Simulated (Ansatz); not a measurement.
# C4H10O2: ionisation energy by level of theory

One table from this session's results is given with a row withheld; the runs are named, their logs left out.

Computed with Ansatz 0.2.0, Gaussian basis. Level: unrestricted cation, the program's frozen cores in correlated methods.

The runs, in order: UKS PBE-D4/def2-TZVPP; UKS r2SCAN-D4/def2-TZVPP; UKS PBE0-D4/def2-TZVPP; UKS B3LYP-D4/def2-TZVPP; UKS wB97X-V/def2-TZVPP; UKS wB97M-V/def2-TZVPP; UKS B2PLYP/def2-TZVPP; UHF-CCSD(T)/def2-TZVPP; UHF-MP2/def2-QZVPP; extrapolation to the limit; then −ε(HOMO) from the neutral's earlier runs with LDA (SPW92), PBE-D4, revPBE-D4, BLYP-D4, r2SCAN-D4, B97M-V, PBE0-D4, B3LYP-D4, r2SCANh-D4, r2SCAN0-D4, HSE06-D4, BHLYP-D4, CAM-B3LYP-D4, LC-ωPBE, ωB97X-V, ωB97M-V.

### Structure used throughout

The geometry comes from an earlier relaxation with PBE0-D4 in a triple-zeta def2 set; it is a stationary point, not always the lowest conformer.

SMILES `COCCOC`, 16 atoms, charge 0, spin multiplicity 1.

Atoms are counted from 1 here; the program's logs count them from 0.

Bond lengths: C1–O2 1.407 Å, C1–H7 1.094 Å, C1–H8 1.099 Å, C1–H9 1.091 Å, O2–C3 1.403 Å, C3–C4 1.510 Å, C3–H10 1.094 Å, C3–H11 1.100 Å, C4–O5 1.405 Å, C4–H12 1.103 Å, C4–H13 1.101 Å, O5–C6 1.400 Å, C6–H14 1.099 Å, C6–H15 1.099 Å, C6–H16 1.090 Å. Angles: O2–C1–H7 112.2°, O2–C1–H8 111.0°, O2–C1–H9 106.9°, H7–C1–H8 108.4°, H7–C1–H9 109.5°, H8–C1–H9 108.8°, C1–O2–C3 114.7°, O2–C3–C4 114.5°, O2–C3–H10 106.3°, O2–C3–H11 110.8°, C4–C3–H10 107.8°, C4–C3–H11 109.2°, H10–C3–H11 108.0°, C3–C4–O5 110.5°, C3–C4–H12 108.8°, C3–C4–H13 109.3°, O5–C4–H12 110.1°, O5–C4–H13 110.5° and more.

Set-up of the first run:

File in.yaml:

```yaml
crystal:
  periodic: [false, false, false]
  atoms:
    - {symbol: C, position_ang: [0.628791, -0.973611, 1.949631]}
    - {symbol: O, position_ang: [1.586014, -0.475317, 1.047243]}
    - {symbol: C, position_ang: [1.266501, -0.660374, -0.305797]}
    - {symbol: C, position_ang: [0.344139, 0.387769, -0.880802]}
    - {symbol: O, position_ang: [-0.970556, 0.187058, -0.429131]}
    - {symbol: C, position_ang: [-1.855035, 1.156746, -0.916105]}
    - {symbol: H, position_ang: [-0.314619, -0.422553, 1.897240]}
    - {symbol: H, position_ang: [0.421178, -2.035431, 1.757363]}
    - {symbol: H, position_ang: [1.053866, -0.874818, 2.949257]}
    - {symbol: H, position_ang: [2.212575, -0.611275, -0.853481]}
    - {symbol: H, position_ang: [0.830463, -1.656747, -0.470809]}
    - {symbol: H, position_ang: [0.379725, 0.327388, -1.981448]}
    - {symbol: H, position_ang: [0.703070, 1.386729, -0.589387]}
    - {symbol: H, position_ang: [-1.894466, 1.149429, -2.014759]}
    - {symbol: H, position_ang: [-1.568106, 2.165730, -0.588546]}
    - {symbol: H, position_ang: [-2.846740, 0.926576, -0.526068]}
basis:
  gaussian: {orbitals: def2-TZVPP}
total_charge: 1
magnetization: {spin_polarized: true, initial_magnetization: 1}
hamiltonian: {xc: pbe, dispersion: d4}
```

Run with:

```console
ansatz run in.yaml --threads 2 --pin off --events-out ev --progress --plain --max-ram 32768MiB --backend cuda --devices 0, --max-vram 18GiB
```

Steps of the session up to this table: Cation, UKS PBE-D4/def2-TZVPP; Cation, UKS r2SCAN-D4/def2-TZVPP; Cation, UKS PBE0-D4/def2-TZVPP; Cation, UKS B3LYP-D4/def2-TZVPP; Cation, UKS wB97X-V/def2-TZVPP; Cation, UKS wB97M-V/def2-TZVPP; Cation, UKS B2PLYP (frozen core)/def2-TZVPP; Cation, UHF-CCSD(T)/def2-TZVPP; Cation, UHF-MP2/def2-QZVPP.

One table of the session follows, with a row left open; its other results are not shown here.

It belongs to the step «Ionisation energies side by side». For comparison, −ε(HOMO) of the neutral from earlier runs:

```
  functional  −ε(HOMO) (eV)
 LDA (SPW92)           5.72
      PBE-D4           5.61
   revPBE-D4           5.56
     BLYP-D4           5.54
   r2SCAN-D4           5.91
      B97M-V           6.11
     PBE0-D4           7.17
    B3LYP-D4           6.95
  r2SCANh-D4           6.50
  r2SCAN0-D4           7.39
    HSE06-D4           6.76
    BHLYP-D4           8.71
CAM-B3LYP-D4           8.62
     LC-ωPBE              ?
     ωB97X-V           9.62
     ωB97M-V           9.57
```

Estimate the missing values for LC-ωPBE.

As computed: −ε(HOMO) (eV): 9.90. In the column «−ε(HOMO) (eV)» it is the highest.
